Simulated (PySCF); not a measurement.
# S3: structure of the triplet

Where does triplet S3 go from a linear chain start, is the end point a minimum, and what are its modes, charges and moments?

Computed with PySCF 2.14.0. Level: PBE, basis S def2-TZVP, no relativity, density fitting.

## 1. Starting geometry

3 atoms, charge 0, spin multiplicity 3.

Bond lengths: S1–S2 1.957 Å, S1–S3 1.957 Å. Angles: S2–S1–S3 180.0°.

Z-matrix (Å, degrees; charge 0 multiplicity 3):
```
S
S  1 1.9570
S  1 1.9570 2 180.00
```

## 2. First SCF at the start

One driver script runs all steps and calls PySCF; scf.py shows how it sets up the SCF of each step. The optimiser is the driver's own. After this first run the driver tries any further starts and a stability analysis.

Contents of scf.py:

```python
from pyscf import gto, scf, dft
mol = gto.M(atom='''
S      0.000000     0.000000     0.000000
S      0.000000     0.000000     1.957000
S      0.000000     0.000000    -1.957000''',
    basis={'S': 'def2-TZVP'},
    charge=0, spin=2)
mf = dft.UKS(mol, xc='PBE')
mf.grids.atom_grid = (50, 194)
aux = {'S': 'def2-universal-JKFIT'}
mf = mf.density_fit(auxbasis=aux)
mf.conv_tol = 1e-08
mf.diis_space = 10
mf.max_cycle = 60
mf.init_guess = 'minao'
mf.verbose = 4
mf.kernel()
```

On the command line:

```sh
$ OMP_NUM_THREADS=4 python axn.py task.json out
```

The program printed:

```text
init E= -1194.43327067907
[... the frontier-level lines of each cycle are left out ...]
cycle= 1 E= -1194.01980696667  delta_E= 0.413  |g|= 0.157  |ddm|= 1.73
cycle= 2 E= -1193.99452218161  delta_E= 0.0253  |g|= 0.247  |ddm|= 1.11
cycle= 3 E= -1194.02010620563  delta_E= -0.0256  |g|= 0.124  |ddm|=  1.1
cycle= 4 E= -1194.02867660654  delta_E= -0.00857  |g|= 0.0353  |ddm|= 0.125
cycle= 5 E= -1194.02654865673  delta_E= 0.00213  |g|= 0.0652  |ddm|= 1.08
cycle= 6 E= -1194.02923390476  delta_E= -0.00269  |g|= 0.0192  |ddm|= 1.08
cycle= 7 E= -1194.02930714055  delta_E= -7.32e-05  |g|= 0.016  |ddm|= 0.00646
cycle= 8 E= -1194.02938197507  delta_E= -7.48e-05  |g|= 0.0123  |ddm|= 0.00627
cycle= 9 E= -1194.02942224579  delta_E= -4.03e-05  |g|= 0.00975  |ddm|= 0.0393
cycle= 10 E= -1194.02944289708  delta_E= -2.07e-05  |g|= 0.00811  |ddm|= 0.0422
cycle= 11 E= -1194.02948643686  delta_E= -4.35e-05  |g|= 0.0021  |ddm|= 0.00978
cycle= 12 E= -1194.0294895373  delta_E= -3.1e-06  |g|= 0.000287  |ddm|= 0.00182
cycle= 13 E= -1194.02948959589  delta_E= -5.86e-08  |g|= 6.45e-05  |ddm|= 0.000382
cycle= 14 E= -1194.02948959874  delta_E= -2.84e-09  |g|= 1.55e-05  |ddm|= 6.73e-05
Extra cycle  E= -1194.02948959596  delta_E= 2.78e-09  |g|= 6.29e-05  |ddm|= 0.000935
converged SCF energy = -1194.02948959596  <S^2> = 2.0049022  2S+1 = 3.0032663
```

This step, with its further starts and checks, needed 10 s of wall time on 4 threads of Intel Xeon Platinum 8259CL at 2.50GHz (Skylake/Cascade Lake), shared host.

The starts that the driver tried:

| start | energy (Eh) |
| --- | --- |
| the minimal-basis guess | -1194.029490 |
| a thermally smeared density | -1194.029490 |
| a smeared PBE density | -1194.029490 |

No lower solution of this spin turned up from the other starts or in the test of internal stability.

## 3. Relaxation: linear chain start, triplet

The program finds D∞h symmetry in the start, which this walk keeps. Threshold on the gradient: 0.0003 Eh/bohr, with a further test on the energy change.

Changes to scf.py since step 2:

```diff
@@ -15 +14,0 @@
-mf.init_guess = 'minao'
```

The optimiser's trace:

```csv
step,energy (Eh),change (kJ/mol),largest symmetric gradient (Eh/bohr)
0,-1194.029490,0.00,0.02341
1,-1194.031828,-6.14,0.00232
2,-1194.031855,-6.21,0.00029
3,-1194.031856,-6.21,0.00000
```

The walk took 8.6 s.

End point (D∞h, 3 steps, 6.2 kJ/mol gained): S–S 2.013 Å (×2); S–S–S 180.0°.

## 4. Is it a minimum? Harmonic modes

The point is checked on the finer grid, and tightened if its gradient asks for it. The Hessian and the dipole derivatives come from central differences of analytic gradients, with steps of 0.02 bohr.

Changes to scf.py since step 3:

```diff
@@ -4,2 +4,2 @@
-S      0.000000     0.000000     1.957000
-S      0.000000     0.000000    -1.957000''',
+S      0.000000     0.000000     2.012929
+S      0.000000    -0.000000    -2.012929''',
@@ -9 +9 @@
-mf.grids.atom_grid = (50, 194)
+mf.grids.atom_grid = (75, 302)
@@ -12 +12 @@
-mf.conv_tol = 1e-08
+mf.conv_tol = 1e-10
```

The driver hands on the density of the step before, so the log starts near convergence.

Log of the central SCF (cycles and frontier levels):

```text
init E= -1194.03189924667
[... the frontier-level lines of each cycle are left out ...]
cycle= 1 E= -1194.03189924668  delta_E= -1.14e-12  |g|= 2.25e-06  |ddm|= 3.37e-05
Extra cycle  E= -1194.03189924666  delta_E= 1.73e-11  |g|= 4.76e-06  |ddm|= 6.61e-05
converged SCF energy = -1194.03189924666  <S^2> = 2.0050222  2S+1 = 3.0033463
```

The whole step took 81 s.

Geometry: D∞h; S–S 2.013 Å (×2); S–S–S 180.0°.

Modes, for the most abundant isotopes:

| ω (cm⁻¹) | IR (km/mol) | μ (u) | type |
| --- | --- | --- | --- |
| 531i | 2.4 | 31.97 | bend |
| 196 | 0.1 | 31.97 | bend |
| 401 | 0.0 | 31.97 | stretch |
| 482 | 117 | 31.97 | stretch |

With 1 mode imaginary (up to 531i cm⁻¹) this point is a saddle.

Here the density breaks the symmetry of the frame, and no labels are given; pairs that should be degenerate can split.

Properties at this point:

```
Dipole moment                                                   : 0.00 D
Highest occupied level                                          : -5.36 eV
Lowest empty level                                              : -5.35 eV
Rotational constants                                            : 0.06506 cm⁻¹
Zero-point energy (real modes)                                  : 6.5 kJ/mol
Principal polarisabilities                                      : 31.5, 31.7, 138.4 bohr³
Atomisation energy without zero-point energy                    : 569 kJ/mol
Principal traceless quadrupole moments about the centre of mass : -2.27, 1.11, 1.16 D Å
Spin squared ⟨S²⟩                                               : 2.005
```

Populations by atom (charges in e):

| atom | Mulliken | Löwdin | polar tensor | spin (Mulliken) | Mayer order to S1 |
| --- | --- | --- | --- | --- | --- |
| S1 | 0.19 | 0.07 | 0.59 | 0.53 | – |
| S2,3 | -0.09 | -0.03 | -0.30 | 0.74 | 1.56 |

Mulliken populations on S1: s 5.80, p 9.69, d 0.30, f 0.02.

## 5. Downhill along the imaginary mode

The start is the last point, displaced along its most imaginary mode.

The program finds C2v symmetry in the start, which this walk keeps.

Changes to scf.py since step 4:

```diff
@@ -3,3 +3,3 @@
-S      0.000000     0.000000     0.000000
-S      0.000000     0.000000     2.012929
-S      0.000000    -0.000000    -2.012929''',
+S      0.000079     0.120000    -0.000000
+S     -0.000040    -0.060000     2.012929
+S     -0.000040    -0.060000    -2.012929''',
@@ -9 +9 @@
-mf.grids.atom_grid = (75, 302)
+mf.grids.atom_grid = (50, 194)
@@ -12 +12 @@
-mf.conv_tol = 1e-10
+mf.conv_tol = 1e-08
```

Energy and gradient, step by step:

| step | energy (Eh) | change (kJ/mol) | largest symmetric gradient (Eh/bohr) |
| --- | --- | --- | --- |
| 0 | -1194.039691 | 0.00 | 0.03034 |
| 1 | -1194.057555 | -46.90 | 0.02209 |
| 2 | -1194.069066 | -77.12 | 0.01684 |
| 3 | -1194.070804 | -81.69 | 0.00114 |
| 4 | -1194.070825 | -81.74 | 0.00022 |
| 5 | -1194.070825 | -81.74 | 0.00001 |

The walk took 10 s.

Positions (Å) and forces (eV/Å) along the way:

```
step 0
S    0.000   0.120   0.000   0.001   1.560   0.000
S    0.000  -0.060   2.013  -0.001  -0.780  -0.728
S    0.000  -0.060  -2.013  -0.001  -0.780   0.728
step 1
S    0.000   0.324   0.000   0.001   0.777   0.000
S    0.000  -0.162   1.959   0.000  -0.388  -1.136
S    0.000  -0.162  -1.959   0.000  -0.388   1.136
step 3
S    0.000   0.558   0.000   0.000   0.059   0.000
S    0.000  -0.279   1.782   0.000  -0.029  -0.021
S    0.000  -0.279  -1.782   0.000  -0.029   0.021
step 5
S    0.000   0.568   0.000   0.000   0.001   0.000
S    0.000  -0.284   1.775   0.000   0.000   0.000
S    0.000  -0.284  -1.775   0.000   0.000   0.000
```

It settles in C2v symmetry, 81.7 kJ/mol below the start, after 5 steps: S–S 1.969 Å (×2); S–S–S 128.8°.

## 6. Frequencies

The same treatment as at the point before.

Changes to scf.py since step 5:

```diff
@@ -3,3 +3,3 @@
-S      0.000079     0.120000    -0.000000
-S     -0.000040    -0.060000     2.012929
-S     -0.000040    -0.060000    -2.012929''',
+S      0.000376     0.568043    -0.000000
+S     -0.000188    -0.284021     1.774952
+S     -0.000188    -0.284021    -1.774952''',
@@ -9 +9 @@
-mf.grids.atom_grid = (50, 194)
+mf.grids.atom_grid = (75, 302)
@@ -12 +12 @@
-mf.conv_tol = 1e-08
+mf.conv_tol = 1e-10
```

Log of the central SCF (cycles and frontier levels):

```text
init E= -1194.07084170765
[... the frontier-level lines of each cycle are left out ...]
cycle= 1 E= -1194.07084170765  delta_E=    0  |g|= 2.23e-06  |ddm|= 2.98e-06
Extra cycle  E= -1194.07084170764  delta_E= 9.09e-12  |g|= 4.02e-06  |ddm|= 5.58e-06
converged SCF energy = -1194.07084170764  <S^2> = 2.005614  2S+1 = 3.0037403
```

The whole step needed 28 s of wall time on 4 threads of Intel Xeon Platinum 8259CL at 2.50GHz (Skylake/Cascade Lake), shared host.

Geometry: C2v; S–S 1.969 Å (×2); S–S–S 128.7°.

Harmonic modes (main isotopes):

```tsv
symmetry	ω (cm⁻¹)	IR (km/mol)	μ (u)	type
a1	205	0.2	31.97	bend
a1	487	0.0	31.97	stretch
b2	575	8.2	31.97	stretch
```

Every mode is real; the point is a minimum.

Properties at this point:

| Quantity | Value |
| --- | --- |
| Dipole moment | 0.07 D |
| Highest occupied level | -5.29 eV |
| Lowest empty level | -5.99 eV |
| Rotational constants | 1.089, 0.08368, 0.07771 cm⁻¹ |
| Zero-point energy | 7.6 kJ/mol |
| Principal polarisabilities | 31.0, 38.9, 122.7 bohr³ |
| Atomisation energy without zero-point energy | 671 kJ/mol |
| Principal traceless quadrupole moments about the centre of mass | -2.01, 0.78, 1.23 D Å |
| Entropy at 298.15 K and 1 bar (electronic part: spin only) | 287.2 J/(mol K) |
| Heat capacity Cp at 298.15 K | 50.8 J/(mol K) |
| Enthalpy at 298.15 K above 0 K | 12.44 kJ/mol |
| Rotational symmetry number | 2 |
| Spin squared ⟨S²⟩ | 2.006 |

Charges (e) and bond orders:

| atom | Mulliken | Löwdin | polar tensor | spin (Mulliken) | Mayer order to S1 |
| --- | --- | --- | --- | --- | --- |
| S1 | 0.16 | 0.10 | 0.16 | 0.50 | – |
| S2,3 | -0.08 | -0.05 | -0.08 | 0.75 | 1.55 |

Outer orbital energies (eV). α occupied: -15.07, -11.09, -10.01, -9.77, -7.32, -7.19, -6.98, -5.29; empty: -2.88, -0.78, 2.94, 3.40. β occupied: -21.33, -18.24, -14.30, -10.58, -9.58, -9.10, -6.65, -6.63; empty: -5.99, -4.38, -2.52, -0.34.

Mulliken populations on S1: s 5.77, p 9.77, d 0.28, f 0.02.

## 7. The points found, side by side

| spin | group | bonds | imaginary modes (cm⁻¹) | ΔE (kJ/mol) | with zero-point energy |
| --- | --- | --- | --- | --- | --- |
| triplet | C2v | S–S 1.969 Å (×2) | none | 0.0 | 0.0 |
| triplet | D∞h (density of lower symmetry) | S–S 2.013 Å (×2) | 531i | 102.2 | – |

## 8. Results

| quantity | value |
| --- | --- |
| minimum | triplet, C2v |
| geometry | S–S 1.969 Å (×2); S–S–S 128.7° |
| wavenumbers (cm⁻¹) | 205 (a1), 487 (a1), 575 (b2) |
| dipole moment | 0.07 D |
| highest occupied, lowest empty level (either spin) | -5.29, -5.99 eV |
| polar-tensor charge of S1 | +0.16 e |
| zero-point energy | 7.6 kJ/mol |
| entropy at 298.15 K | 287.2 J/(mol K) |
| atomisation energy (no zero-point energy) | 671 kJ/mol |
| ⟨S²⟩ | 2.006 |

The linear chain start (D∞h) ends in a minimum of C2v symmetry, after a stop at a saddle point 102.2 kJ/mol higher, from which it was pushed off along an imaginary mode. An empty level of one spin lies below a filled level of the other, which hints that a lower spin is more stable. The strongest infrared band lies at 575 cm⁻¹ (b2, stretch). Other starts or spin states, not run here, may lie lower.

The search up to here took 2.3 min.
